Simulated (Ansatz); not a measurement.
Geometry optimisation, UKS B3LYP/6-31G* (Ansatz 0.2.0).

Input:

```yaml
crystal:
  periodic: [false, false, false]
  atoms:
    - { symbol: Si, position_ang: [-0.063925, -0.11044, 0.032625] }
    - { symbol: F, position_ang: [-0.43205, -0.738718, 1.4675] }
    - { symbol: H, position_ang: [1.409142, 0.004244, -0.092685] }
    - { symbol: H, position_ang: [-0.699655, 1.223352, -0.099986] }
    - { symbol: H, position_ang: [-0.589859, -1.026539, -1.013516] }
    - { symbol: O, position_ang: [0.219908, 0.320395, 3.566967] }
    - { symbol: H, position_ang: [-0.356561, -0.473394, 3.597595] }
magnetization:
  spin_polarized: true
  initial_magnetization: 1
basis:
  gaussian: { orbitals: "6-31G*" }
hamiltonian:
  xc: b3lyp
relax:
  f_tol: 0.03
  max_steps: 50
output:
  orbitals: {}
```

Command:

```bash
$ ansatz run input.yaml --threads 1 --pin off --max-ram 2048MiB --backend cpu --events-out ev --progress --plain --runs-dir out
```

**Question.** Where does it end, and by what steps?

**Answer.** It converged. After 11 steps the energy has fallen by 0.151 eV; H7 moved furthest, 0.60 Å.

| step | energy less start (eV) | largest force component (eV/Å) | accepted |
| --- | --- | --- | --- |
| 0 | 0.0000 | 0.433 | yes |
| 1 | -0.0259 | 0.233 | yes |
| 2 | -0.0495 | 1.003 | yes |
| 3 | -0.0453 | 1.376 | no |
| 4 | -0.0790 | 0.806 | yes |
| 5 | -0.1056 | 0.540 | yes |
| 6 | -0.1310 | 0.314 | yes |
| 7 | -0.1402 | 0.134 | yes |
| 8 | -0.1404 | 0.129 | yes |
| 9 | -0.1483 | 0.153 | yes |
| 10 | -0.1496 | 0.089 | yes |
| 11 | -0.1505 | 0.029 | yes |

```xyz
7
Properties=species:S:1:pos:R:3
Si -0.106 -0.177 0.158
F -0.666 -1.113 1.371
H 1.368 -0.078 0.268
H -0.743 1.157 0.246
H -0.481 -0.840 -1.115
O 0.285 0.516 3.460
H -0.170 -0.266 3.070
```

Time of the run: 73 s on 1 thread of Arm Neoverse V2, on a shared host, peak memory 0.14 GiB.
